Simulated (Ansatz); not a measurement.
# H4NO2P: up Jacob's ladder to CCSD(T)

The task here is to estimate one member of a computed series from the others.

Computed with Ansatz 0.2.0, Gaussian basis. Level: functionals in def2-TZVPP, the program's frozen cores in correlated methods.

The runs, in order: LDA (SPW92), PBE-D4, revPBE-D4, BLYP-D4, r2SCAN-D4, B97M-V, PBE0-D4, B3LYP-D4, r2SCANh-D4, r2SCAN0-D4, HSE06-D4, BHLYP-D4, CAM-B3LYP-D4, LC-ωPBE, ωB97X-V, ωB97M-V, B2PLYP, PBE-QIDH; CCSD(T)/def2-SVP; CCSD(T)/def2-TZVPP; MP2/def2-QZVPP; extrapolation to the limit; RPA on PBE.

## The geometry

All runs share one geometry, relaxed beforehand with PBE0-D4 in a triple-zeta def2 set.

8 atoms, charge 0, spin multiplicity 1.

Atoms are counted from 1 here; the program's logs count them from 0.

Bond lengths: N1–P2 1.672 Å, N1–H5 1.008 Å, N1–H6 1.013 Å, P2–O3 1.646 Å, P2–O4 1.642 Å, O3–H7 0.962 Å, O4–H8 0.962 Å. Angles: P2–N1–H5 115.5°, P2–N1–H6 117.7°, H5–N1–H6 112.5°, N1–P2–O3 100.5°, N1–P2–O4 99.5°, O3–P2–O4 95.6°, P2–O3–H7 110.3°, P2–O4–H8 111.6°.

The first run:

The input, in.yaml:

```yaml
crystal:
  periodic: [false, false, false]
  atoms:
    - {symbol: N, position_ang: [-0.440502, 1.222771, -0.005347]}
    - {symbol: P, position_ang: [0.224660, -0.171706, -0.645500]}
    - {symbol: O, position_ang: [1.384907, -0.494232, 0.476688]}
    - {symbol: O, position_ang: [-0.855050, -1.271377, -0.080045]}
    - {symbol: H, position_ang: [-1.020502, 1.755884, -0.634627]}
    - {symbol: H, position_ang: [-0.824525, 1.175316, 0.930804]}
    - {symbol: H, position_ang: [2.223077, -0.103642, 0.212471]}
    - {symbol: H, position_ang: [-0.599864, -2.169914, -0.310243]}
basis:
  gaussian: {orbitals: def2-TZVPP}
hamiltonian: {xc: lda}
output: {orbitals: {seedname: orbitals}}
```

Command:

```console
$ ansatz run in.yaml --threads 2 --pin off --events-out ev --progress --plain --max-ram 4352MiB
```

Steps of the session up to this table: LDA; PBE-D4 (GGA); revPBE-D4 (GGA); BLYP-D4 (GGA); r2SCAN-D4 (meta-GGA); B97M-V (meta-GGA); B3LYP-D4 (hybrid); r2SCANh-D4 (hybrid); r2SCAN0-D4 (hybrid); HSE06-D4 (hybrid); BHLYP-D4 (hybrid); CAM-B3LYP-D4 (range-separated); LC-ωPBE (range-separated); ωB97X-V (range-separated); ωB97M-V (range-separated); B2PLYP (double hybrid); PBE-QIDH (double hybrid).

One of the session's tables, all rows but one given; the rest of the session is left out.

It belongs to the step «Orbital energies across the functionals». 

```
  functional  HOMO (eV)  LUMO (eV)  gap (eV)
 LDA (SPW92)      -5.59      -0.19      5.40
      PBE-D4      -5.46      -0.01      5.45
   revPBE-D4      -5.40       0.07      5.47
     BLYP-D4      -5.39       0.00      5.39
   r2SCAN-D4      -5.70       0.44      6.14
      B97M-V      -5.80       0.25      6.06
     PBE0-D4      -6.75       0.89      7.64
    B3LYP-D4      -6.58       0.56      7.14
  r2SCANh-D4      -6.18       0.75      6.94
  r2SCAN0-D4      -6.91       1.20      8.11
    HSE06-D4      -6.35       0.52      6.87
    BHLYP-D4          ?          ?         ?
CAM-B3LYP-D4      -8.17       1.76      9.93
     LC-ωPBE      -9.46       3.08     12.54
     ωB97X-V      -9.13       2.90     12.03
     ωB97M-V      -9.00       2.50     11.51
```

Estimate the missing values for BHLYP-D4.

Worked estimate for «HOMO (eV)». Against the share of exact exchange, BLYP-D4 (0, -5.39), B3LYP-D4 (0.2, -6.58) give a slope of -5.95 per unit share; at 0.5 the line stands at -8.36.

**Answer.** HOMO (eV): -8.00; LUMO (eV): 1.63; gap (eV): 9.64. In «HOMO (eV)» the line misses by -0.36.
